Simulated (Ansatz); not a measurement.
Task: a rigid scan of one bond length of AlH4NSi, SMILES [NH]1[AlH][SiH2]1, with Ansatz 0.2.0 through its Python package. Give the script and its output. Settings (for the species named): MP2, 6-31G* basis, multiplicity 1.

```xyz
7

N    -0.7436   -0.0078   -0.7954
Al    0.2927   -1.3646   -0.0834
Si   -0.1200    0.7970    0.6560
H    -0.1978    0.4227   -1.6352
H     1.0360   -2.7821   -0.1986
H    -1.1301    1.0321    1.6815
H     0.9240    1.8347    0.3296
```

`scan_alh4nsi.py`:
```python
'''Potential curve of AlH4NSi along one bond.'''

import ansatz
import numpy as np

geometry_ang = [
    ('N', (-0.7436, -0.0078, -0.7954)),
    ('Al', (0.2927, -1.3646, -0.0834)),
    ('Si', (-0.12, 0.797, 0.656)),
    ('H', (-0.1978, 0.4227, -1.6352)),
    ('H', (1.036, -2.7821, -0.1986)),
    ('H', (-1.1301, 1.0321, 1.6815)),
    ('H', (0.924, 1.8347, 0.3296)),
]
molecule = ansatz.Crystal.molecule()
for symbol, xyz in geometry_ang:
    molecule = molecule.atom(symbol, xyz)

symbols = [site.symbol for site in molecule.cartesian_sites]
start = np.array([site.position_ang for site in molecule.cartesian_sites])
axis = (start[4] - start[1]) / np.linalg.norm(start[4] - start[1])
moving = [4]
lengths, energies = [1.36, 1.48, 1.6, 1.77, 2.01, 2.41, 2.89, 3.53], []
for length in lengths:
    xyz = start.copy()
    xyz[moving] += (length - np.linalg.norm(start[4] - start[1])) * axis
    point = ansatz.Crystal.molecule()
    for symbol, place in zip(symbols, xyz):
        point = point.atom(symbol, place.tolist())
    calc = (
        point.calculation()
        .basis(gaussian='6-31G*')
        .correlation('mp2')
    )
    rep = calc.run(threads=1, backend='cpu').report
    energies.append(rep['free_energy_ev'])
    print(f'r = {length:6.3f} A  E = {energies[-1]:.5f} eV  <S^2> = {abs(rep["mean_field"]["state"]["spin_squared"]):.3f}')

print('energy above the lowest point (eV):', [round(e - min(energies), 3) for e in energies])
```

```console
$ python scan_alh4nsi.py
r =  1.360 A  E = -15995.42732 eV  <S^2> = 0.000
r =  1.480 A  E = -15995.81833 eV  <S^2> = 0.000
r =  1.600 A  E = -15995.90097 eV  <S^2> = 0.000
r =  1.770 A  E = -15995.70676 eV  <S^2> = 0.000
r =  2.010 A  E = -15995.13803 eV  <S^2> = 0.000
r =  2.410 A  E = -15994.04451 eV  <S^2> = 0.000
r =  2.890 A  E = -15992.95592 eV  <S^2> = 0.000
r =  3.530 A  E = -15992.05338 eV  <S^2> = 0.000
energy above the lowest point (eV): [0.474, 0.083, 0.0, 0.194, 0.763, 1.856, 2.945, 3.848]
```

Notes:
- Total energies depend on the basis set; only differences at equal settings carry meaning.
- The rest of the molecule is held rigid at a force-field or estimated start geometry, and the basis set is modest; single-reference methods fail as a bond breaks.
- The orbitals are restricted, so S² is zero by construction.
- Toward dissociation an unrestricted state can lie under the restricted one, by tenths of an eV for polar bonds under a functional and by 1 to 2 eV or more for others.
- S² is that of the Hartree-Fock reference.
- Timing: 6.4 s on 1 thread of Arm Neoverse V1 (shared host), peak memory 0.18 GiB.
